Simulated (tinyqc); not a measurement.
Inside a calculation. Method: Born-Oppenheimer dynamics on the RHF/sto-3g surface (energies and gradients from PySCF), for H2O, spin multiplicity 1. Computed by tinyqc, a small Python program that keeps every step (integrals from PySCF). Settings: charge = 0, multiplicity = 1, basis = sto-3g, time step (fs) = 0.5, steps = 24. Command: `OMP_NUM_THREADS=1 python tinyqc.py 30172 30173 out.jsonl` (the two numbers bound the seeds that draw the settings). One thread of a shared host (Intel(R) Xeon(R) Processor @ 2.60GHz), about 2 s of CPU time with the checks.

## Velocity Verlet step 1

positions (bohr):
```
,x,y,z
1O,0.000000,-0.075589,-0.079368
2H,-0.024566,1.250999,1.099821
3H,0.003779,-1.285014,1.167851
```

velocities (bohr per atomic time unit):
```
,x,y,z
1O,0.000002294,-0.000011639,-0.000020984
2H,-0.000042706,0.000042361,0.000107016
3H,0.000006294,0.000142361,0.000226016
```

gradient (hartree/bohr):
```
,x,y,z
1O,-0.00040982,-0.02301806,0.08382925
2H,0.00106628,-0.07484170,-0.02665013
3H,-0.00065646,0.09785976,-0.05717912
```

masses (electron masses): 1O 29156.946388, 2H 1837.152588, 3H 1837.152588

gradient after step 1 (hartree/bohr):
```
,x,y,z
1O,-0.00033515,-0.02033859,0.06934866
2H,0.00097030,-0.06732235,-0.02108404
3H,-0.00063515,0.08766094,-0.04826461
```

dt = 0.5 fs = 20.6707 atomic units; x' = x + v dt - g dt^2 / (2m); after the new gradient g', v' = v - (g + g') dt / (2m).

positions after step 1 (bohr):
```
,x,y,z
1O,0.000050,-0.075661,-0.080416
2H,-0.025573,1.260578,1.105132
3H,0.003986,-1.293451,1.179172
```

velocities after step 1 (bohr per atomic time unit):
```
,x,y,z
1O,0.000002558,0.000003730,-0.000075281
2H,-0.000054163,0.000842139,0.000375556
3H,0.000013561,-0.000901330,0.000819215
```

## Velocity Verlet step 2

gradient after step 2 (hartree/bohr):
```
,x,y,z
1O,-0.00015787,-0.01287095,0.03676992
2H,0.00068598,-0.04937322,-0.00960585
3H,-0.00052811,0.06224417,-0.02716407
```

As before.

positions after step 2 (bohr):
```
,x,y,z
1O,0.000106,-0.075435,-0.082481
2H,-0.026806,1.285814,1.115347
3H,0.004340,-1.322276,1.201718
```

velocities after step 2 (bohr per atomic time unit):
```
,x,y,z
1O,0.000002733,0.000015501,-0.000112898
2H,-0.000063481,0.001498638,0.000548209
3H,0.000020105,-0.001744658,0.001243557
```

## Energy conservation

The total energy should stay constant up to terms of order dt^2; the step counts as short enough if it moves by less than 2 % of the largest kinetic energy.

Trajectory:
```
time (fs),1O-2H (angstrom),potential (hartree),kinetic (hartree),total (hartree)
0.000000,0.939334,-74.95248892,0.00008789,-74.95240103
0.500000,0.945395,-74.95475497,0.00222951,-74.95252546
1.000000,0.959624,-74.95949413,0.00674912,-74.95274501
1.500000,0.979340,-74.96334460,0.01047392,-74.95287068
2.000000,1.001159,-74.96419942,0.01135059,-74.95284883
2.500000,1.021738,-74.96216573,0.00942630,-74.95273943
3.000000,1.038281,-74.95878960,0.00617078,-74.95261882
3.500000,1.048760,-74.95589848,0.00336436,-74.95253412
4.000000,1.051979,-74.95481772,0.00231306,-74.95250466
4.500000,1.047563,-74.95601539,0.00348072,-74.95253467
5.000000,1.035942,-74.95901426,0.00639503,-74.95261923
5.500000,1.018345,-74.96248834,0.00974921,-74.95273913
6.000000,0.996796,-74.96461426,0.01176549,-74.95284877
6.500000,0.974044,-74.96383223,0.01095854,-74.95287369
7.000000,0.953352,-74.95998044,0.00722754,-74.95275290
7.500000,0.938050,-74.95509096,0.00255589,-74.95253508
8.000000,0.930858,-74.95250175,0.00009588,-74.95240587
8.500000,0.933155,-74.95413058,0.00163318,-74.95249740
9.000000,0.944534,-74.95862824,0.00591848,-74.95270976
9.500000,0.962924,-74.96276219,0.00990924,-74.95285295
10.000000,0.985200,-74.96418015,0.01132594,-74.95285420
10.500000,1.007942,-74.96264009,0.00988085,-74.95275924
11.000000,1.028034,-74.95945797,0.00681703,-74.95264094
11.500000,1.043012,-74.95641644,0.00386712,-74.95254933
12.000000,1.051196,-74.95494461,0.00243652,-74.95250809
```

The total energy moves within 4.7e-04 hartree; that is over 2 % of the largest kinetic energy, so the time step is too long.
